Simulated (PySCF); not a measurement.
All numbers come from B3LYP in PySCF with C def2-TZVP, O def2-TZVP, H def2-TZVP; no relativity; density-fitted integrals. Open shells, if any, are unrestricted.

**Question.** What shape and geometry does isolated singlet H2CO take (every ligand bound to C)?

**Answer.** Counting electrons, carbon keeps none of its valence electrons outside its bonds, so the VSEPR class is AX3 and the expected shape is trigonal planar; with unlike ligands the computed point group is C2v. The lowest minimum found is a singlet of C2v symmetry with C–H 1.107 Å (×2), C–O 1.199 Å; H–C–H 115.9°, H–C–O 122.0° (×2). Its harmonic wavenumbers are 1203 (b1), 1267 (b2), 1535 (a1), 1821 (a1), 2882 (a1), 2938 (b2) cm⁻¹ and its dipole moment is 2.33 D.

Other isomers or separated fragments may lie lower.
